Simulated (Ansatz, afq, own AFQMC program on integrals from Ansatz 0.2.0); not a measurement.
**CH2B, quartet, reference energies and how methods fare**

```xyz
4

B     0.0000   -0.1048    0.8024
C     0.0000   -0.0446   -0.7232
H     0.0000    0.8949    1.4725
H     0.0000    0.7607   -1.4612
```

Geometry: a PBE0/def2-TZVP stationary point, not shown to be a minimum. Basis cc-pVDZ. Only valence electrons are correlated. AFQMC by an in-house program on the Cholesky factors that Ansatz 0.2.0 writes for its CCSD(T) run. ph-AFQMC/CISD is guided by a CISD state made of CCSD amplitudes; releasing the constraint for a short imaginary time cuts its bias at the price of noise, slowly where states lie close. ± is one standard error of the sampling.

Best estimates are CCSD(T) at the basis-set limit (def2-TZVPP/QZVPP) plus the step from CCSD(T) to the highest rung at hand in cc-pVDZ, named in the table (released AFQMC can keep some 10 meV of bias). No zero-point, core-correlation or spin–orbit terms. Other levels are in cc-pVDZ, the functionals in def2-TZVP; a dash marks a level that is missing or breaks spin symmetry for a member.

Cautions: CH₂B (quartet): another spin lies lower; CH₂B⁺ (triplet): lower spins were not checked, its ph-AFQMC/CISD value lies 28 ± 10 meV above CCSDT(Q); row 1: this needn't be the first ionization.

| process | best estimate (eV) | highest rung |
| --- | --- | --- |
| to charge +1, triplet (vertical) | 8.35 | CCSDT(Q) |
| to free atoms | 11.32 | CCSDT(Q) |

Errors against the best estimates in eV, the processes numbered in the order above:

```json
{"level": "MP2", "error, 1": "-0.09", "error, 2": "-0.59"}
{"level": "CCSD(T)", "error, 1": "-0.14", "error, 2": "-0.84"}
{"level": "ph-AFQMC/CISD", "error, 1": "-0.14 ± 0.01", "error, 2": "-0.84 ± 0.007"}
{"level": "CCSD(T)/CBS", "error, 1": "0.01", "error, 2": "-0.01"}
{"level": "PBE", "error, 1": "-0.11", "error, 2": "0.62"}
{"level": "r2SCAN", "error, 1": "0.08", "error, 2": "0.68"}
{"level": "PBE0", "error, 1": "0.05", "error, 2": "0.52"}
{"level": "B3LYP", "error, 1": "-0.01", "error, 2": "0.27"}
{"level": "wB97M-V", "error, 1": "-0.22", "error, 2": "0.16"}
{"level": "B2PLYP", "error, 1": "-0.08", "error, 2": "0.08"}
```

Cost at the first geometry: PBE0/cc-pVDZ, 1.9 s on 1 thread of AMD EPYC (Zen 3), on a shared host; UCCSD(T)/cc-pVDZ, 3.9 s on 1 thread of AMD EPYC (Zen 3), with other jobs on the host; CCSDT(Q), 36 s on 1 thread of AMD EPYC (Zen 3) (shared host); ph-AFQMC/CISD with release, 8.2 min on 1 thread of AMD EPYC (Zen 3), on a shared host.

Best estimates are given only where the step beyond CCSD(T) is under 0.3 eV and no member's determinant is very poor (T1 over 0.05, or 0.07 for open shells, ⟨S²⟩ too high by 0.3, two states mixed), so the hardest cases are missing from such tables.

The functionals ran in a triple-zeta set and keep a basis error of their own, a few kJ/mol for each bond in atomization energies and more for double hybrids, so close places among them and the extrapolated levels can swap.

CCSDT and higher add their correlation energy to the determinant of the CCSD(T) run, since their own runs factorise the integrals more tightly (a shift of under 2 meV). Each member of a difference takes its own highest rung, so a best estimate needn't equal the limit plus the step of one row. A walk keeps the symmetry of its determinant, which the program's search chose and which needn't be the lowest solution, so a lower state of the same spin and another symmetry isn't excluded.
